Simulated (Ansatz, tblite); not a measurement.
**BCl2H (BHCl2): spin states and exact exchange**

Is the singlet the ground state of BCl2H (BHCl2)? Other spin states are computed and compared level by level.

Computed with Ansatz 0.2.0, Gaussian basis. Level: as each input shows.

The runs, in order: triplet, at the geometry of the singlet (GFN1-xTB, GFN2-xTB, PBE0-D4/def2-TZVP, PBE-D4/def2-TZVP, r2SCAN-D4/def2-TZVP); the singlet's energies come from earlier runs.

### Step 1. The structure

The geometry is that of the singlet, from an earlier relaxation (r2SCAN-D4/def2-TZVP).

4 atoms, charge 0, spin multiplicity 1.

Bond lengths: B1–Cl2 1.739 Å, B1–Cl3 1.739 Å, B1–H4 1.186 Å. Angles: Cl2–B1–Cl3 120.7°, Cl2–B1–H4 119.6°, Cl3–B1–H4 119.6°.

Coordinates:

```xyz
4
charge 0, multiplicity 1
B    -0.06883   -0.11435    0.00056
Cl    1.66921   -0.15693    0.01269
Cl   -0.92000    1.40155   -0.01812
H    -0.68037   -1.13027    0.00487
```

### Step 2. Triplet at the fixed geometry, GFN1-xTB

Tight binding, by tblite at 300 K electronic temperature and without a spin-polarisation term:

```python
tblite.interface.Calculator('GFN1-xTB', numbers, positions, charge=0, uhf=2).singlepoint()
```

Energy -280.2861 eV; 0.002 s.

### Step 3. Triplet at the fixed geometry, GFN2-xTB

Tight binding, by tblite at 300 K electronic temperature and without a spin-polarisation term:

```python
tblite.interface.Calculator('GFN2-xTB', numbers, positions, charge=0, uhf=2).singlepoint()
```

Energy -291.9638 eV; 0.002 s.

### Step 4. Triplet at the fixed geometry, PBE0-D4/def2-TZVP

in.yaml

```yaml
crystal:
  periodic: [false, false, false]
  atoms:
    - {symbol: B, position_ang: [-0.068833, -0.114348, 0.000555]}
    - {symbol: Cl, position_ang: [1.669208, -0.156927, 0.012695]}
    - {symbol: Cl, position_ang: [-0.920002, 1.401546, -0.018119]}
    - {symbol: H, position_ang: [-0.680373, -1.130271, 0.004869]}
basis:
  gaussian: {orbitals: def2-TZVP}
magnetization: {spin_polarized: true, initial_magnetization: 2}
hamiltonian: {xc: pbe0, dispersion: d4}
scf: {omitted_lower_state_checks: [starts]}
output: {orbitals: {seedname: orbitals}}
```

Started as:

```console
$ ansatz run in.yaml --threads 2 --pin off --events-out ev --progress --plain --max-ram 4352MiB
```

Log:

```text
Functional definition: PBE0
  name "PBE0"
  cite "Adamo & Barone, J. Chem. Phys. 110, 6158 (1999) doi:10.1063/1.478522"
  cite "Perdew, Burke & Ernzerhof, Phys. Rev. Lett. 77, 3865 (1996) doi:10.1103/PhysRevLett.77.3865"
  parent pbe
  parameter a = 0.25
  parameter kappa = 0.804
  parameter beta = 0.06672455060314922
  exchange = (1 - a)*pbe_x(kappa = kappa, mu = beta*pi^2/3) + a*exact_x
  correlation = pbe_c(beta = beta)
these checks for a lower state are left out or cut short: starts
749 factors; their error is unknown
mean field evaluation 1: about -25723.3664 eV, gradient 2.0e1 eV
mean field evaluation 2: about -25716.9828 eV, gradient 3.7e1 eV
mean field evaluation 4: about -25725.7766 eV, gradient 3.4e0 eV
mean field evaluation 8: about -25725.8520 eV, gradient 1.8e-1 eV
mean field evaluation 16: about -25725.9275 eV, gradient 5.0e-3 eV
mean field evaluation 32: about -25726.3100 eV, gradient 3.1e-5 eV
mean field -25726.31003949 eV, -945.4244560318 hartree, gradient 1.5e-5 eV, S^2 2.006963; 0 other end points of the search recorded, 0 dependent functions left out
reference -25726.31006797 eV, -945.4244570786 hartree; 21, 19 occupied and 90, 92 virtual orbitals, 749 factors
Total energy: -25726.37615466 eV, -945.4268857197 hartree
Checks for a lower state left out: starts
```

It took 3.1 s on 2 threads of Arm Neoverse V2, shared host.

Report: HOMO -4.10 eV, LUMO -7.27 eV (over both spins; with the spin held, an empty level of the minority spin lies below the top filled one); ⟨S²⟩ 2.007 (pure: 2.00).

### Step 5. Triplet at the fixed geometry, PBE-D4/def2-TZVP

start.molden holds the orbitals of an earlier run on this state, given as this run's starting guess.

in.yaml, as its differences from that of step 4:

```diff
@@ -8,5 +8,5 @@
 basis:
-  gaussian: {orbitals: def2-TZVP}
+  gaussian: {orbitals: def2-TZVP, initial_orbitals: start.molden}
 magnetization: {spin_polarized: true, initial_magnetization: 2}
-hamiltonian: {xc: pbe0, dispersion: d4}
+hamiltonian: {xc: pbe, dispersion: d4}
 scf: {omitted_lower_state_checks: [starts]}
```

The command is unchanged.

Log:

```text
Functional definition: PBE
  name "PBE"
  cite "Perdew, Burke & Ernzerhof, Phys. Rev. Lett. 77, 3865 (1996) doi:10.1103/PhysRevLett.77.3865"
  parent pbe
  parameter kappa = 0.804
  parameter beta = 0.06672455060314922
  exchange = pbe_x(kappa = kappa, mu = beta*pi^2/3)
  correlation = pbe_c(beta = beta)
these checks for a lower state are left out or cut short: starts
725 factors; their error is unknown
mean field evaluation 1: about -25724.4121 eV, gradient 8.3e0 eV
mean field evaluation 2: about -25724.4788 eV, gradient 1.2e-1 eV
mean field evaluation 4: about -25724.4742 eV, gradient 9.6e-4 eV
mean field evaluation 8: about -25724.4742 eV, gradient 2.1e-5 eV
mean field -25724.47424037 eV, -945.3569916587 hartree, gradient 1.2e-5 eV, S^2 2.003412; 0 other end points of the search recorded, 0 dependent functions left out
reference -25724.47427845 eV, -945.3569930581 hartree; 21, 19 occupied and 90, 92 virtual orbitals, 725 factors
Total energy: -25724.55342535 eV, -945.3599016529 hartree
Checks for a lower state left out: starts
```

It took 1.6 s on 2 threads of Arm Neoverse V2, shared host.

From the report: HOMO -2.97 eV, LUMO -7.85 eV (over both spins; with the spin held, an empty level of the minority spin lies below the top filled one); ⟨S²⟩ 2.003 (pure: 2.00).

### Step 6. Triplet at the fixed geometry, r2SCAN-D4/def2-TZVP

in.yaml, as its differences from that of step 5:

```diff
@@ -10,3 +10,3 @@
 magnetization: {spin_polarized: true, initial_magnetization: 2}
-hamiltonian: {xc: pbe, dispersion: d4}
+hamiltonian: {xc: r2scan, dispersion: d4}
 scf: {omitted_lower_state_checks: [starts]}
```

The command is unchanged.

Log:

```text
Functional definition: r2SCAN
  name "r2SCAN"
  cite "Furness, Kaplan, Ning, Perdew & Sun, J. Phys. Chem. Lett. 11, 8208 (2020) doi:10.1021/acs.jpclett.0c02405"
  cite "Furness, Kaplan, Ning, Perdew & Sun, J. Phys. Chem. Lett. 11, 9248 (2020) doi:10.1021/acs.jpclett.0c03077"
  parent r2scan
  parameter k0 = 0.174
  parameter k1 = 0.065
  parameter a1 = 4.9479
  exchange = r2scan_x(k0 = k0, k1 = k1, a1 = a1)
  correlation = r2scan_c
these checks for a lower state are left out or cut short: starts
725 factors; their error is unknown
mean field evaluation 1: about -25733.6300 eV, gradient 6.1e0 eV
mean field evaluation 2: about -25733.6565 eV, gradient 5.2e-2 eV
mean field evaluation 4: about -25733.6519 eV, gradient 2.7e-4 eV
mean field -25733.65189205 eV, -945.6942641371 hartree, gradient 2.3e-5 eV, S^2 2.008263; 0 other end points of the search recorded, 0 dependent functions left out
reference -25733.65190451 eV, -945.6942645950 hartree; 21, 19 occupied and 90, 92 virtual orbitals, 725 factors
Total energy: -25733.66882640 eV, -945.6948864630 hartree
Checks for a lower state left out: starts
```

Run time: 3.2 s. Hardware: 2 threads of Arm Neoverse V2, shared host.

HOMO -3.30 eV, LUMO -7.89 eV (over both spins; with the spin held, an empty level of the minority spin lies below the top filled one); ⟨S²⟩ 2.008 (pure: 2.00).

### Step 7. Triplet less singlet, vertical

The singlet's energies are those of its earlier runs, whose logs aren't repeated here.

```csv
level,"triplet less singlet, vertical (kcal/mol)",time
GFN1-xTB,+122.6,0.005 s
GFN2-xTB,+108.3,0.004 s
PBE-D4/def2-TZVP,+114.1,2.8 s
r2SCAN-D4/def2-TZVP,+116.5,4.8 s
PBE0-D4/def2-TZVP,+122.2,4.1 s
```

Times add the two runs; a level without a time comes out of a correlated run. Tight binding without a spin term can't rank spin states.

### Step 8. Summary of results

| quantity | value |
| --- | --- |
| triplet less singlet, vertical, functionals in def2-TZVP | +114.1 (PBE-D4) to +122.2 kcal/mol (PBE0-D4) |

What this shows: All functionals put the triplet above the singlet, over a spread of 8.1 kcal/mol. The checks for a lower triplet were left out, so another state of that spin may lie lower. These are electronic energies, without zero-point motion, entropy or surroundings.
